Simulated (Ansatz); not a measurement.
# Gadolinium, hcp under LDA: how the k-point mesh moves the result

A convergence test of the k-point mesh. The geometry was relaxed under LDA beforehand and stays fixed; 8 values are run, from 2×2×1 to 15×15×8. Wanted are the values from which on the energy stays within 10 and 1 meV/atom, and the pressure within 0.5 GPa, of the last run. Within the series other settings stay, but some runs also write fields, which adds to their time. The moments start as that relaxation left them.

Program: Ansatz 0.2.0. Level of theory: DFT LDA, plane waves with PAW, scalar-relativistic. These are calculated values, not measurements.

1 further run of the same task is left out (set aside as unsound or not needed).

## Step 1: The system as given

The structure is hexagonal, space group P6_3/mmc (No. 194). The conventional cell has a = 3.484 Å, b = 3.484 Å, c = 5.587 Å, α = 90.00°, β = 90.00°, γ = 120.00°. Around Gd (site symmetry -6m2) lie 12 Gd at 3.44 to 3.48 Å.

As a file:

```
CELL_PARAMETERS angstrom
3.48415 0.00000 0.00000
-1.74208 3.01737 0.00000
0.00000 0.00000 5.58672
ATOMIC_POSITIONS crystal
Gd 0.33333 0.66667 0.25000
Gd 0.66667 0.33333 0.75000
```

The atoms start with moments of +7.21 ×2 μB.

## Step 2: Run at 2×2×1

The run at 2×2×1.

input.yaml reads:

```yaml
crystal:
  lattice:
    - [3.484153664, 0.0, 0.0]
    - [-1.742076832, 3.0173655837, 0.0]
    - [0.0, 0.0, 5.5867162136]
  atoms:
    - { symbol: Gd, position: [0.3333333333, 0.6666666667, 0.25], spin: 7.214 }
    - { symbol: Gd, position: [0.6666666667, 0.3333333333, 0.75], spin: 7.214 }
hamiltonian:
  xc: lda
  pseudopotentials:
    kind: paw
    azcp:
      Gd: "pseudopotentials/Gd.paw.azcp"
basis:
  ecutwfc: 420
  fft_grid_basis: typed
kpoints:
  mp_grid: { grid: [2, 2, 1], shift: [0, 0, 0] }
magnetization:
  spin_polarized: true
scf:
  occupations: { method: fermi_dirac, width: 0.05 }
  lower_state_search: "off"
output:
  stress: true
  write_density: true
  write_potential: true
  elf: true
  volumetric_format: npy
```

On the command line:

```
$ ansatz run input.yaml --threads 2 --pin off --max-ram 5120MiB --backend cpu --events-out ev --progress --plain --runs-dir out
```

## Step 3: Run at 3×3×2

The run at 3×3×2.

Changes to input.yaml since step 2:

```diff
@@ -18,3 +18,3 @@
 kpoints:
-  mp_grid: { grid: [2, 2, 1], shift: [0, 0, 0] }
+  mp_grid: { grid: [3, 3, 2], shift: [0, 0, 0] }
 magnetization:
@@ -26,5 +26 @@
   stress: true
-  write_density: true
-  write_potential: true
-  elf: true
-  volumetric_format: npy
```

## Step 4: Run at 4×4×2

The run at 4×4×2.

Changes to input.yaml since step 3:

```diff
@@ -18,3 +18,3 @@
 kpoints:
-  mp_grid: { grid: [3, 3, 2], shift: [0, 0, 0] }
+  mp_grid: { grid: [4, 4, 2], shift: [0, 0, 0] }
 magnetization:
```

## Step 5: Run at 5×5×3

The run at 5×5×3.

Changes to input.yaml since step 4:

```diff
@@ -18,3 +18,3 @@
 kpoints:
-  mp_grid: { grid: [4, 4, 2], shift: [0, 0, 0] }
+  mp_grid: { grid: [5, 5, 3], shift: [0, 0, 0] }
 magnetization:
@@ -26 +26,5 @@
   stress: true
+  write_density: true
+  write_potential: true
+  elf: true
+  volumetric_format: npy
```

## Step 6: Run at 6×6×4

The run at 6×6×4.

Changes to input.yaml since step 5:

```diff
@@ -18,3 +18,3 @@
 kpoints:
-  mp_grid: { grid: [5, 5, 3], shift: [0, 0, 0] }
+  mp_grid: { grid: [6, 6, 4], shift: [0, 0, 0] }
 magnetization:
@@ -26,5 +26 @@
   stress: true
-  write_density: true
-  write_potential: true
-  elf: true
-  volumetric_format: npy
```

## Step 7: Run at 8×8×5

The run at 8×8×5.

Changes to input.yaml since step 6:

```diff
@@ -18,3 +18,3 @@
 kpoints:
-  mp_grid: { grid: [6, 6, 4], shift: [0, 0, 0] }
+  mp_grid: { grid: [8, 8, 5], shift: [0, 0, 0] }
 magnetization:
@@ -26 +26,5 @@
   stress: true
+  write_density: true
+  write_potential: true
+  elf: true
+  volumetric_format: npy
```

## Step 8: Run at 11×11×6

The run at 11×11×6.

Changes to input.yaml since step 7:

```diff
@@ -18,3 +18,3 @@
 kpoints:
-  mp_grid: { grid: [8, 8, 5], shift: [0, 0, 0] }
+  mp_grid: { grid: [11, 11, 6], shift: [0, 0, 0] }
 magnetization:
@@ -26,5 +26 @@
   stress: true
-  write_density: true
-  write_potential: true
-  elf: true
-  volumetric_format: npy
```

## Step 9: Run at 15×15×8

The run at 15×15×8.

Changes to input.yaml since step 8:

```diff
@@ -18,3 +18,3 @@
 kpoints:
-  mp_grid: { grid: [11, 11, 6], shift: [0, 0, 0] }
+  mp_grid: { grid: [15, 15, 8], shift: [0, 0, 0] }
 magnetization:
@@ -26 +26,5 @@
   stress: true
+  write_density: true
+  write_potential: true
+  elf: true
+  volumetric_format: npy
```

(Steps that only read results are left out.)

Before running it: what results should come out? Wanted: pressure at 15×15×8.

As calculated:

| quantity | value |
| --- | --- |
| E(σ → 0) stays within 10 meV/atom of 15×15×8 | from 5×5×3 on |
| E(σ → 0) stays within 1 meV/atom | from 8×8×5 on |
| pressure stays within 0.5 GPa | from 5×5×3 on |
| pressure at 15×15×8 | -0.01 GPa |
| CPU time, dearest over cheapest | 36 |

At 2×2×1 the energy differs by -1023 meV/atom and the pressure by -12.3 GPa. The error changes sign along the series: k-point sums are not variational. From 8×8×5 on, the energy holds to 1 meV/atom. Metals converge slowly, as the Fermi surface must be resolved. The largest moment goes from 7.22 μB at 15×15×8 to 6.89 μB at 2×2×1. The last mesh is only the yardstick of this series and isn't shown to be converged. The cell taken over is 11 % smaller than the measured one (33.10 Å³/atom, COD), which weighs on all values here. The f occupation was not searched in full, so a lower state may exist.
